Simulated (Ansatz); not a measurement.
BSiH3 (SMILES B[SiH]): where methods fail along a bond

BSiH3: 5 atoms, total charge 0, spin state triplet. SMILES: `B[SiH]`. The coordinates come from a GFN2-xTB relaxation.

```tsv
atom	x (Å)	y (Å)	z (Å)
B	-0.2067	-0.7082	0.1267
Si	0.7608	0.8295	-0.3504
H	-1.3037	-0.6208	0.5495
H	0.2636	-1.7797	0.0100
H	0.4860	2.2792	-0.3358
```

The B1–H3 distance is scanned; the parts on either side stay rigid. Basis STO-3G, 6 core orbitals frozen in the correlated methods; program Ansatz 0.2.0. FCI is exact within this basis and core. Energies in eV from each method's value at 1.179 Å; open shells run as named. The shape above is that at 1.179 Å.

```json
{"distance (Å)": "1.179", "UHF": "0.00", "UCAM-B3LYP": "0.00", "UMP2": "0.00", "UCCSD(T)": "0.00", "FCI": "0.00"}
{"distance (Å)": "1.474", "UHF": "1.14", "UCAM-B3LYP": "0.96", "UMP2": "0.95", "UCCSD(T)": "0.83", "FCI": "0.82"}
{"distance (Å)": "1.768", "UHF": "3.05", "UCAM-B3LYP": "2.61", "UMP2": "2.83", "UCCSD(T)": "2.31", "FCI": "2.30"}
{"distance (Å)": "2.358", "UHF": "4.57", "UCAM-B3LYP": "4.94", "UMP2": "4.80", "UCCSD(T)": "4.31", "FCI": "4.25"}
{"distance (Å)": "2.947", "UHF": "4.80", "UCAM-B3LYP": "5.45", "UMP2": "5.07", "UCCSD(T)": "4.54", "FCI": "4.46"}
```

Departure from the FCI curve at its largest: UHF +0.76 eV at 1.77 Å; UCAM-B3LYP +0.99 eV at 2.95 Å; UMP2 +0.60 eV at 2.95 Å; UCCSD(T) +0.08 eV at 2.95 Å. For the functionals part of the departure is owed to the small basis.
